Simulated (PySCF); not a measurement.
**The bond of PO, level by level**

One table from this session's results is given with a row withheld; the runs are named, their logs left out.

Computed with PySCF 2.14.0. Level: P 6-31G(d,p), O 6-31G(d,p), no relativity.

The first run:

Settings of the job:

| Item | Value |
| --- | --- |
| atoms | P, O |
| charge | 0 |
| basis | P 6-31G(d,p), O 6-31G(d,p) |
| Hamiltonian | no relativity |
| basis functions | 32 |
| electrons treated | 23 |
| masses in u | 30.9738, 15.9949 |
| levels | PBE0, PBE, r²SCAN, TPSSh, M06-2X, TPSS, ωB97X, HF, MP2, SCS-MP2, CCSD, CCSD(T) |
| grid | 80 radial by 434 angular points |
| occupations | held fixed by the projection of orbital angular momentum |
| dissociation limit | P + O, each in its ground configuration |
| starting distance in angstrom | 1.665 |
| values of 2S to try | 1, 3, 5 |

Launch:

```
> OMP_NUM_THREADS=1 python dia.py task.json out
```

Among the steps run: Input; The PBE0 curve of the state that the search chose; Other states along the same grid; PBE (GGA); r²SCAN (meta-GGA); TPSSh; M06-2X (hybrid meta-GGA); TPSS; ωB97X; ROHF (mean field); Correlated methods on the Hartree–Fock reference.

One of the session's tables, all rows but one given; the rest of the session is left out.

It belongs to the step «The curves together». Energy (eV) from each level's lowest point:

| R (Å) | ROHF | ROHF-MP2 | ROHF-SCS-MP2 | ROHF-CCSD | ROHF-CCSD(T) |
| --- | --- | --- | --- | --- | --- |
| 1.285 | 1.593 | 2.338 | 2.282 | n/a | n/a |
| 1.345 | 0.591 | 1.122 | 1.080 | 0.990 | 1.069 |
| 1.404 | 0.109 | 0.415 | 0.387 | 0.329 | 0.380 |
| 1.449 | ? | ? | ? | ? | ? |
| 1.494 | 0.054 | 0.004 | 0.000 | 0.000 | 0.000 |
| 1.539 | 0.233 | 0.000 | 0.007 | 0.040 | 0.011 |
| 1.599 | 0.615 | 0.135 | 0.157 | 0.238 | 0.164 |
| 1.673 | 1.249 | 0.461 | 0.497 | 0.640 | 0.505 |
| 1.763 | 2.136 | 0.988 | 1.036 | 1.252 | 1.039 |
| 1.882 | 3.393 | 1.791 | 1.844 | n/a | n/a |

Q: Estimate the row for R (Å) = 1.449 from the others.

Worked estimate for «ROHF». A straight line through the neighbours (1.404, 0.109) and (1.494, 0.054) gives 0.109 + (0.054 − 0.109) × (1.449 − 1.404) / (1.494 − 1.404) = 0.081; a parabola fitted to 4 rows on both sides gives -0.009.

The run gave: ROHF: 0.000; ROHF-MP2: 0.131; ROHF-SCS-MP2: 0.114; ROHF-CCSD: 0.084; ROHF-CCSD(T): 0.111. In «ROHF» the line misses by +0.081 and the parabola by -0.009.

State 2 has its PBE0 minimum 2.94 eV higher. The other levels ran on the lowest alone.
